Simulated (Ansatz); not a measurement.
System: bcc W. Method: PBE-D3(BJ) (PAW; Ansatz, a program for electronic structure).

Numerical settings: plane-wave cutoff 520 eV, 24×24×24 k mesh, Fermi–Dirac smearing 0.05 eV, no spin polarisation, scalar-relativistic PAW data made under PBE.

Computed at the level's own relaxed cell.

**Question.** Predict the equilibrium volume per atom, bulk modulus, lattice constant a and pressure derivative B′ of the bulk modulus.

**Answer.** 
* **equilibrium volume per atom**: 15.77 Å³/atom
* **bulk modulus**: 318 GPa
* **lattice constant a**: 3.159 Å
* **pressure derivative B′ of the bulk modulus**: 4.1

The run finds no gap.

Measured, for comparison: equilibrium volume per atom 15.78 Å³/atom, lattice constant a 3.16 Å (static lattice: zero-point anharmonic expansion removed; as tabulated in Mejia-Rodriguez and Trickey (2018), arXiv:1807.09216); bulk modulus 312 GPa (zero-point energy and finite temperature contributions removed, our sources range from 300 to 328; as tabulated in doi:10.1021/acs.jctc.3c00612). Computed (rounded) less measured: equilibrium volume per atom -0.1 %, bulk modulus +2 % (inside the range of the sources held), lattice constant a 0.0 %.

Spin–orbit coupling is not included.

Cost on a shared machine: very roughly 60 core-seconds.
